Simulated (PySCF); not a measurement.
Isomers of C4H8. Method used: PBE0-D3(BJ)/def2-SVP geometry optimisation, gas phase (PySCF). Energies are electronic, without zero-point or thermal terms, for one conformer each. No frequencies were run at this level. Point groups hold within 0.08 Å.

**Question.** Rank from lowest to highest electronic energy at this level (kJ/mol).
A. `C/C=C\C`
B. `C/C=C/C`

**Answer.** B (0.0), A (3.4).

Neighbours under 10 kJ/mol apart (C/C=C/C and C/C=C\C) can change places with a better method, another conformer or zero-point energy. C/C=C/C and C/C=C\C are stereoisomers, 3.4 kJ/mol apart in the conformers taken.

| SMILES | E (Eh) | E rel (kJ/mol) | dipole (D) | point group | A, B, C (MHz) |
| --- | --- | --- | --- | --- | --- |
| C/C=C/C | -156.91818 | 0.0 | 0.01 | – | 34652, 3725, 3510 |
| C/C=C\C | -156.91689 | 3.4 | 0.24 | C2v | 16325, 5093, 4079 |

**Question.** How do the relative energies change in single points at PBE0/pcSseg-1 (no added dispersion term) on the same geometries?

**Answer.** 
| SMILES | PBE0-D3(BJ)/def2-SVP (kJ/mol) | PBE0/pcSseg-1 (kJ/mol) | shift |
| --- | --- | --- | --- |
| C/C=C/C | 0.0 | 0.0 | 0.0 |
| C/C=C\C | 3.4 | 4.4 | +1.0 |

Each column counts from its own lowest isomer. The order is unchanged; the largest shift is 1.0 kJ/mol.
